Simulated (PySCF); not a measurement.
Molecule: SMILES CCC(C)=O, C4H8O.

Bonds (- single, = double, # triple, : aromatic): C1-C2 1.515 Å, C2-C3 1.516 Å, C3-C4 1.510 Å, C3=O5 1.208 Å. C1 carries H6, H7, H8; C2 carries H9, H10; C4 carries H11, H12, H13.

Geometry PBE0-D3(BJ)/def2-SVP throughout; GIAO in PySCF, gas phase, one conformer, non-relativistic; equivalent atoms averaged; functional PBE0.

**Question.** How do the absolute shieldings σ depend on the basis set? (ppm; last column core-seconds on shared hosts with different chips, so compare them loosely)

**Answer.** 
```tsv
basis set	functions	C3	C2	C4	C1	O5	H11/H12/H13	H9/H10	H6/H7/H8	core-s
STO-3G	33	99.1	201.1	207.5	217.0	-285.0	30.54	30.58	31.55	1.9
6-31G	61	-0.8	163.1	169.1	190.0	-334.3	30.37	30.11	31.50	3.7
pcSseg-0	61	-28.8	154.2	158.9	183.1	-429.4	30.42	30.38	31.66	3.3
6-31G*	86	-0.3	159.6	165.9	184.9	-284.7	30.05	29.69	31.00	4.8
def2-SVP	110	-7.4	158.7	165.6	185.3	-300.2	29.46	29.26	30.55	6.5
cc-pVDZ	110	-4.8	159.6	167.6	186.9	-295.1	29.42	29.13	30.42	6.4
pcSseg-1	125	-25.5	146.9	153.6	175.6	-347.1	29.20	29.08	30.30	6.2
6-311+G(2d,p)	183	-23.3	148.8	156.9	178.5	-316.7	29.46	29.10	30.60	12
aug-cc-pVDZ	187	-9.8	157.8	166.4	186.4	-276.1	29.26	28.91	30.39	13
def2-TZVP	203	-24.7	148.3	156.5	178.0	-322.6	29.45	29.08	30.57	17
IGLO-III	255	-32.5	144.8	153.1	175.2	-333.6	29.30	28.93	30.43	21
cc-pVTZ	262	-21.7	149.6	157.4	178.8	-320.1	29.26	28.91	30.37	24
pcSseg-2	292	-33.7	144.8	153.0	175.2	-336.0	29.18	28.84	30.30	41
```

**Question.** Which nucleus moves most, in ppm?

**Answer.** O5 (ketone oxygen): from -429.4 ppm with pcSseg-0 to -276.1 ppm with aug-cc-pVDZ. The smallest spread is 1.36 ppm, at H11/H12/H13. Proton shifts span only some 12 ppm, so a few tenths of a ppm matter as much there as several ppm in carbon.

**Question.** Taking the largest basis, pcSseg-2 (292 functions), as the yardstick, rank the others by their worst heavy-atom deviation.

**Answer.** IGLO-III 2.4 ppm (255 functions), pcSseg-1 11.1 ppm (125 functions), def2-TZVP 13.4 ppm (203 functions), cc-pVTZ 15.9 ppm (262 functions), 6-311+G(2d,p) 19.3 ppm (183 functions), 6-31G 32.9 ppm (61 functions), def2-SVP 35.8 ppm (110 functions), cc-pVDZ 40.9 ppm (110 functions), 6-31G* 51.3 ppm (86 functions), aug-cc-pVDZ 59.9 ppm (187 functions), pcSseg-0 93.4 ppm (61 functions), STO-3G 132.8 ppm (33 functions).

A small basis that lands close on one nucleus may do so by chance; judge by the trend and by all nuclei.
